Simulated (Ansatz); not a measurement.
## Worked example: correlation energy of [H···H···Cl], doublet

Geometry: a point of a hydrogen-transfer path between rigid fragments, not a stationary point.

```xyz
3

H     0.0000    0.0000   -1.0820
H     0.0000    0.0000   -0.2470
Cl    0.0000    0.0000    1.3290
```

Basis cc-pVDZ; Ansatz 0.2.0. Correlated methods freeze the noble-gas cores, which leaves 9 electrons in 23 orbitals. Prefix R: restricted or restricted open-shell reference; prefix U: unrestricted.

Full CI is exact within this basis and frozen core; it isn't the basis-set limit. The frozen core follows each run's orbitals, which can shift R against U totals by a few meV.

Runs differ by some tens of microhartree through their thresholds and, for an open shell, their frozen cores, so steps under 0.1 kcal/mol mean nothing.

| level | total energy (hartree) |
| --- | --- |
| UHF | -460.570124 |
| UMP2 | -460.719666 |
| UCCSD | -460.743395 |
| UCCSD(T) | -460.745846 |
| UCCSDT | -460.746221 |
| UCCSDT(Q) | -460.746449 |
| UCCSDTQ | -460.746465 |
| full CI | -460.746463 |

What is the correlation energy at full CI, and what share of it do UMP2 and UCCSD recover?

E(corr) = -460.746463 − (-460.570124) = -0.176339 hartree = -4.798 eV. UMP2: -0.149542 / -0.176339 = 84.80 %. UCCSD: -0.173271 / -0.176339 = 98.26 %.

By how many kcal/mol does UCCSD(T) miss full CI (1 hartree = 627.509 kcal/mol), and which steps make up the rest?

-460.745846 − (-460.746463) = 0.000617 hartree = 0.39 kcal/mol. Steps: UCCSDT − UCCSD(T) = -0.24, UCCSDT(Q) − UCCSDT = -0.14, UCCSDTQ − UCCSDT(Q) = -0.01, full CI − UCCSDTQ = 0.00 kcal/mol. That is within 1 kcal/mol of the reference in this basis, which itself misses far more of the correlation at the basis-set limit.
